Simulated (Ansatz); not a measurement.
## Relaxing KRu3

Method: DFT PBE, scalar-relativistic, plane waves, PAW in Ansatz 0.2.0. Cutoff 420 eV, Γ-centred k mesh, Gaussian smearing, no spin polarisation in the final step.

KRu3 was placed on the TiAl3 (D0_22) structure type (I4/mmm, No. 139), with K in place of Ti, Ru in place of Al, at a guessed volume.

```xyz
4
Lattice="-2.0401 2.0401 4.5571 2.0401 -2.0401 4.5571 2.0401 2.0401 -4.5571" Properties=species:S:1:pos:R:3 pbc="T T T"
K     0.0000    0.0000    0.0000
Ru    0.0000    0.0000    4.5571
Ru    2.0401    0.0000    2.2786
Ru    0.0000    2.0401    2.2786
```

Cell and atoms relax at zero pressure; the relaxation can't lower the symmetry of the start. After a coarse first stage the cell is made exact in the group found at 0.06 Å.

Energies over the elements count from the elements' standard structures at the same level, with no empirical corrections.

Question: Which crystal results?

Answer: It ends in Fm-3m (No. 225). The result has the BiF3 (D0_3) structure. Conventional cell: a = 6.374 Å. K has 8 Ru at 2.76 Å and 6 Ru at 3.19 Å; Ru on Wyckoff site b (1 atom of the primitive cell) is coordinated by 8 Ru at 2.76 Å and 6 K at 3.19 Å; Ru on Wyckoff site c (2 atoms of the primitive cell) has 4 K at 2.76 Å, 4 Ru at 2.76 Å and 6 Ru at 3.19 Å.

```xyz
4
Lattice="0.0000 3.1869 3.1869 3.1869 0.0000 3.1869 3.1869 3.1869 0.0000" Properties=species:S:1:pos:R:3 pbc="T T T"
K     0.0000    0.0000    0.0000
Ru    3.1869    3.1869    3.1869
Ru    1.5935    1.5935    1.5935
Ru    4.7804    4.7804    4.7804
```

Question: What are its volume, energy, density and gap?

Answer: The volume per atom is 16.18 Å³, the density is 8.78 g/cm³ and the energy over the elements is 1.46 eV/atom. The gap on the 12×12×12 mesh is 0 eV (a metal).

The final run used a 12×12×12 mesh on its 4-atom cell and 0.10 eV smearing. For metals, differences of a few meV/atom aren't resolved. A structure relaxed within its symmetry needn't be a true minimum.

Cost: 3 runs of about 0.57 core-minutes in all, on Intel Xeon 6975P-C (Granite Rapids) (shared hosts).